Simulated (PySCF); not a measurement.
1,3-butadiyne: proton affinities at several levels

Structure: `C#CC#C` (C4H2). Numbering: `[CH:1]#[C:2][C:3]#[CH:4]`

All levels share the PBE0-D3(BJ)/def2-SVP structures and the PBE0-D3(BJ)/def2-SVP thermal terms; only the single-point energies (PySCF) change. Values are proton affinities (298 K, kJ/mol).

Measured (NIST Chemistry WebBook): proton affinity (−ΔH) 737 kJ/mol.

| level | C1 | time |
| --- | --- | --- |
| LDA/def2-TZVP | 716 | 8.3 s |
| LC-ωPBE/def2-TZVP | 735 | 10 s |
| PBE0-D3(BJ)/pcseg-1 | 742 | 1.7 s |
| PBE0-D3(BJ)/ma-def2-SVP | 744 | 2.2 s |
| M06/def2-TZVP (grid 3) | 746 | 12 s |
| PBE0-D3(BJ)/6-311+G** | 747 | 2.9 s |
| PBE0-D3(BJ)/ma-def2-TZVP | 749 | 5.5 s |
| PBE0-D3(BJ)/def2-TZVPD | 749 | 6.7 s |
| PBE0-D3(BJ)/def2-TZVP | 749 | – |
| PBE0-D3(BJ)/jun-cc-pV(T+d)Z | 749 | 7.7 s |
| PBE0-D3(BJ)/aug-pcseg-1 | 749 | 3.4 s |
| PBE0-D3(BJ)/aug-cc-pVTZ | 749 | 12 s |
| ωB97X-D3(BJ)/def2-TZVP | 750 | 5.5 s |
| PBE0-D3(BJ)/def2-TZVPP | 750 | 5.5 s |
| BHandHLYP/def2-TZVP | 750 | 4.3 s |
| PBE0-D3(BJ)/cc-pVTZ | 750 | 5.5 s |
| PBE0-D3(BJ)/aug-cc-pVDZ | 751 | 3.8 s |
| PBE-D3(BJ)/def2-TZVP | 754 | 10 s |
| B3LYP-D3(BJ)/def2-TZVP | 755 | 4.2 s |
| BP86-D3(BJ)/def2-TZVP | 758 | 9.8 s |
| BLYP-D3(BJ)/def2-TZVP | 761 | 9.9 s |
| HF/def2-TZVP | 763 | 1.5 s |
| M06-L/def2-TZVP (grid 3) | 764 | 18 s |
| PBE0-D3(BJ)/6-31G | 764 | 1.2 s |
| TPSSh-D3(BJ)/def2-TZVP (grid 3) | 766 | 11 s |
| PBE0-D3(BJ)/6-31G* | 767 | 1.7 s |

Times are wall times for all single points of a level on 1 thread of Arm Neoverse V2, a shared host; the dash marks the run that also made the structures. BLYP, BP86, LC-ωPBE, LDA, M06-L, PBE ran on a slower path of this set-up, which computes the density-fitting integrals anew in every SCF cycle while the other levels store them. So the times needn't show the usual order of cost, and those levels read slower than they are.

Hartree-Fock leaves out electron correlation, so its proton affinities can be off by tens of kJ/mol.

The spread: 50 kJ/mol, from 716 to 767.

Caveats: protonation at a multiple bond is drawn as the open cation; a hydrogen-bridged form may lie lower, and the ion may have rearranged by a hydride shift.

Differences come from unrounded values, so a last digit can differ from that of the printed terms.
